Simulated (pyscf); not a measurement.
Structures and frequencies: ωB97X-D3(BJ)/def2-SVP in PySCF.

Task: H₃C–CH₂–CH•–SiH₃ (SMILES CC[CH][SiH3]) → H₂C=CH–SiH₃ (SMILES C=C[SiH3]) + CH₃• (SMILES [CH3])
Surface: doublet. Broken: C–C. Formed: none. Give ΔE‡ and ΔE from M06-2X/def2-TZVP, relative to the reactant's lowest minimum found.

Result: ΔE‡ = 35.7 kcal/mol, ΔE = +31.4 kcal/mol. ωB97M-D3(BJ)/def2-TZVP gives 35.0 kcal/mol and +30.8 kcal/mol. Zero-point energy shifts the barrier by -3.3 kcal/mol. It is a bond scission, with an imaginary mode of 410i cm⁻¹. H₃C–CH₂–CH•–SiH₃ lies 27.4 kcal/mol over its isomer H₃C–Si•(CH₃)–CH₃, and others may lie lower still (electronic energy, ωB97M-D3(BJ)). One saddle was located; it need not be the lowest between these sides.
